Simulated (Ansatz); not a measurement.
## Ansatz (development build ahead of 0.2.0) run

```yaml
crystal:
  periodic: [false, false, false]
  atoms:
    - { symbol: O, position_ang: [0.0, 0.0, 0.0] }
    - { symbol: H, position_ang: [0.0, 0.0, 2.266] }
basis:
  gaussian: { orbitals: "6-31G" }
total_charge: 1
magnetization:
  spin_polarized: true
  initial_magnetization: 2
hamiltonian:
  xc: pbe
scf:
  omitted_lower_state_checks: [stability, starts, atomic_configurations, cluster_reference, orbital_swaps, given_window_search, neighbouring_geometries, increment]
output:
  forces: true
```

The input is written out in the form of the current development build from the run's settings.

Results

* Converged: yes
* Total energy: -75.06148 hartree
* Spin squared of the determinant: 2.354

Forces (eV/Å):
| atom | Fx | Fy | Fz |
| --- | --- | --- | --- |
| O1 | 0.000 | 0.000 | 0.854 |
| H2 | 0.000 | 0.000 | -0.854 |

Caution: charge can spread falsely over distant fragments; the unrestricted determinant is spin contaminated.
